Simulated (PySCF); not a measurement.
Molecule: isopentylamine, C₅H₁₃N.

Cartesian coordinates in Å; atom numbers follow the order of the lines, from 1:
```xyz
19

C    -1.457   -1.297   -1.326
C    -0.824   -0.130   -0.577
C    -1.763    0.383    0.511
C     0.549   -0.526   -0.032
C     1.359    0.604    0.584
N     2.700    0.152    0.904
H    -1.639   -2.147   -0.647
H    -2.425   -1.014   -1.769
H    -0.806   -1.654   -2.139
H    -0.667    0.691   -1.302
H    -2.751    0.636    0.096
H    -1.918   -0.386    1.288
H    -1.374    1.284    1.008
H     0.417   -1.330    0.718
H     1.156   -0.964   -0.841
H     1.438    1.423   -0.153
H     0.807    1.027    1.450
H     3.243    0.907    1.317
H     2.659   -0.582    1.610
```

Geometry PBE0-D3(BJ)/def2-SVP throughout; GIAO in PySCF 2.14.0 with density-fitted response routines, gas phase, one conformer, non-relativistic; equivalent atoms averaged; functional PBE0.

Q: How do the absolute shieldings σ depend on the basis set? (a selection of nuclei; ppm; last column core-seconds on shared hosts with different chips, so compare them loosely)

A: 
```tsv
basis set	functions	C5	C4	C2	C1/C3	N6	H16/H17	H14/H15	H10	H7/H8/H9/H11/H12/H13	core-s
STO-3G	43	192.4	202.8	204.4	211.4	283.7	31.26	31.66	31.79	31.89	4.6
6-31G	80	157.5	157.7	171.5	175.0	233.7	29.80	31.03	30.91	31.54	9.2
pcSseg-0	80	147.1	149.0	166.4	167.0	235.6	30.15	31.48	31.59	31.80	5.5
6-31G*	110	152.3	153.8	166.9	170.6	233.2	29.25	30.57	30.27	31.04	13
def2-SVP	149	151.8	151.4	166.1	169.9	238.2	28.84	30.22	30.04	30.55	18
cc-pVDZ	149	152.9	152.4	165.6	172.0	239.1	28.66	30.12	29.91	30.45	12
pcSseg-1	167	139.4	140.2	154.8	159.7	229.3	28.60	30.11	29.98	30.38	21
6-311+G(2d,p)	240	142.5	142.5	156.0	162.8	227.1	28.79	30.28	30.04	30.67	37
aug-cc-pVDZ	255	152.3	151.4	163.2	171.8	235.4	28.63	30.11	29.87	30.46	26
def2-TZVP	264	141.0	141.7	155.4	162.2	229.9	28.76	30.23	29.96	30.62	43
```

Q: Which nucleus among those listed moves most, in ppm?

A: C4 (sp3 CH2): from 140.2 ppm with pcSseg-1 to 202.8 ppm with STO-3G. The smallest spread is 1.52 ppm, at H7/H8/H9/H11/H12/H13. Proton shifts span only some 12 ppm, so a few tenths of a ppm matter as much there as several ppm in carbon.

Q: Taking the largest basis, def2-TZVP (264 functions), as the yardstick, rank the others by their worst heavy-atom deviation.

A: pcSseg-1 2.4 ppm (167 functions), 6-311+G(2d,p) 2.7 ppm (240 functions), def2-SVP 10.8 ppm (149 functions), pcSseg-0 11.0 ppm (80 functions), aug-cc-pVDZ 11.2 ppm (255 functions), cc-pVDZ 11.8 ppm (149 functions), 6-31G* 12.2 ppm (110 functions), 6-31G 16.5 ppm (80 functions), STO-3G 61.1 ppm (43 functions).

A small basis that lands close on one nucleus may do so by chance; judge by the trend and by all nuclei.
